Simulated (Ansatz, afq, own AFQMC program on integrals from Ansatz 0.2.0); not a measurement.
## Atomization energy of SiBrCl, singlet

| atom | x (Å) | y (Å) | z (Å) |
| --- | --- | --- | --- |
| Cl | 0.7220 | 1.4325 | 0.5421 |
| Si | -0.7702 | 0.2997 | -0.3858 |
| Br | 0.0373 | -1.7970 | -0.1696 |

Connectivity, by distances: Cl–Si–Br.

Atoms in their ground-state spins without spin–orbit coupling (mostly on UHF) minus the molecule (RHF), without zero-point energy. The geometry is a stationary point, not shown to be a minimum.

Basis def2-TZVP. Only valence electrons are correlated. AFQMC by an in-house program on the Cholesky factors that Ansatz 0.2.0 writes for its CCSD(T) run. The CISD trial takes its coefficients from CCSD amplitudes. Released means that phaseless walkers are propagated on without the constraint, phases kept. Uncertainties: one standard error, sampling alone. No spin–orbit coupling. The errors of all members are added in quadrature.

No full CI on the walks' own integrals is used here; CCSDT(Q) serves as the reference and is uncertain by about the last step of the cluster series. Each member takes its own surest rung, up to full CI.

The best estimate is CCSD(T) at the basis-set limit (CBS: def2-TZVPP and def2-QZVPP, with their diffuse functions for anions and beside diffuse sets, CCSD(T) itself extrapolated) plus the step from CCSD(T) to CCSDT(Q) in def2-TZVP. Rows without CBS are in def2-TZVP; B2PLYP and the wave-function rows carry a basis error of their own. Core correlation and relativity beyond core potentials are missing, and ± holds the sampling alone.

Cautions: inner d shell frozen; no relativity below Rb; no spin-orbit coupling; SiBrCl (singlet): restricted determinant unstable towards unrestricted (UHF 6 meV lower, ⟨S²⟩ 0.10); other spins of the molecule weren't checked.

Best estimate: 812.1 kJ/mol.

```json
{"level": "HF", "atomization energy (kJ/mol)": "552.4", "error against the best estimate (kJ/mol)": "-259.7"}
{"level": "MP2", "atomization energy (kJ/mol)": "802.0", "error against the best estimate (kJ/mol)": "-10.0"}
{"level": "CCSD", "atomization energy (kJ/mol)": "739.6", "error against the best estimate (kJ/mol)": "-72.5"}
{"level": "CCSD(T)", "atomization energy (kJ/mol)": "765.7", "error against the best estimate (kJ/mol)": "-46.4"}
{"level": "CCSDT", "atomization energy (kJ/mol)": "763.8", "error against the best estimate (kJ/mol)": "-48.2"}
{"level": "CCSDT(Q)", "atomization energy (kJ/mol)": "766.3", "error against the best estimate (kJ/mol)": "-45.8"}
{"level": "ph-AFQMC/CISD", "atomization energy (kJ/mol)": "767.9 ± 0.8", "error against the best estimate (kJ/mol)": "-44.1 ± 0.8"}
{"level": "released AFQMC", "atomization energy (kJ/mol)": "767.9 ± 1.1", "error against the best estimate (kJ/mol)": "-44.1 ± 1.1"}
{"level": "HF/CBS", "atomization energy (kJ/mol)": "554.2", "error against the best estimate (kJ/mol)": "-257.8"}
{"level": "MP2/CBS", "atomization energy (kJ/mol)": "844.1", "error against the best estimate (kJ/mol)": "32.0"}
{"level": "CCSD(T)/CBS", "atomization energy (kJ/mol)": "811.6", "error against the best estimate (kJ/mol)": "-0.5"}
{"level": "PBE", "atomization energy (kJ/mol)": "830.7", "error against the best estimate (kJ/mol)": "18.6"}
{"level": "r2SCAN", "atomization energy (kJ/mol)": "817.6", "error against the best estimate (kJ/mol)": "5.6"}
{"level": "PBE0", "atomization energy (kJ/mol)": "805.1", "error against the best estimate (kJ/mol)": "-6.9"}
{"level": "B3LYP", "atomization energy (kJ/mol)": "781.2", "error against the best estimate (kJ/mol)": "-30.9"}
{"level": "wB97M-V", "atomization energy (kJ/mol)": "821.6", "error against the best estimate (kJ/mol)": "9.5"}
{"level": "B2PLYP", "atomization energy (kJ/mol)": "786.5", "error against the best estimate (kJ/mol)": "-25.5"}
```

Correlation beyond CCSD(T) adds 0.5 kJ/mol. Going to the basis-set limit adds 45.9 kJ/mol at CCSD(T). The perturbative (T) step is worth +26.1 kJ/mol.

Best estimates are given only where the step beyond CCSD(T) is under 0.3 eV and no member's determinant is very poor (T1 over 0.05, or 0.07 for open shells, ⟨S²⟩ too high by 0.3, two states mixed), so the hardest cases are missing from such tables.

The functionals ran in a triple-zeta set and keep a basis error of their own, a few kJ/mol for each bond in atomization energies and more for double hybrids, so close places among them and the extrapolated levels can swap.

CCSDT and higher add their correlation energy to the determinant of the CCSD(T) run, since their own runs factorise the integrals more tightly (a shift of under 2 meV). Each member of a difference takes its own highest rung, so a best estimate needn't equal the limit plus the step of one row. A walk keeps the symmetry of its determinant, which the program's search chose and which needn't be the lowest solution, so a lower state of the same spin and another symmetry isn't excluded. Released energies are given only where the last usable release times agree within the noise; a slower fall can still hide under it.
